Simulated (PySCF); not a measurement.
Mapped SMILES: `[CH:1][F:2]`. Hydrogens are named by the atom that carries them.

Geometry: PBE0-D3(BJ)/def2-SVP; GIAO shifts from PySCF 2.14.0 with density-fitted response routines, gas phase, non-relativistic, averaged over equivalent atoms.

At PBE0/pcSseg-1 (39 basis functions, 2.4 s wall time on 1 thread of an Arm Neoverse N1, shared host):
```
atoms  δ (ppm)
   C1    789.7
   F2    793.8
H(C1)    20.56
```

Referencing at the same level of theory: TMS for 13C (σref 184.41) and 1H (σref 31.27); CFCl3 for 19F (σref 177.25).

Question: What do these become at HF/pcSseg-2?

Answer: 
| atoms | δ at HF/pcSseg-2 | change |
| --- | --- | --- |
| C1 | 771.1 | -18.6 |
| F2 | 624.0 | -169.8 |
| H(C1) | 18.02 | -2.54 |

Scale: 13C (σ = 191.47 ppm), 1H (σ = 31.68 ppm) against TMS; 19F (σ = 245.28 ppm) vs CFCl3 (reference shieldings calculated alike).

The largest change is at F2 (fluorine bonded to C). Cost: 86 basis functions, 0.79 s wall time on 1 thread of an Arm Neoverse N1, shared host.

Unscaled 19F shifts against computed CFCl3 carry errors that often reach 10 to 50 ppm.
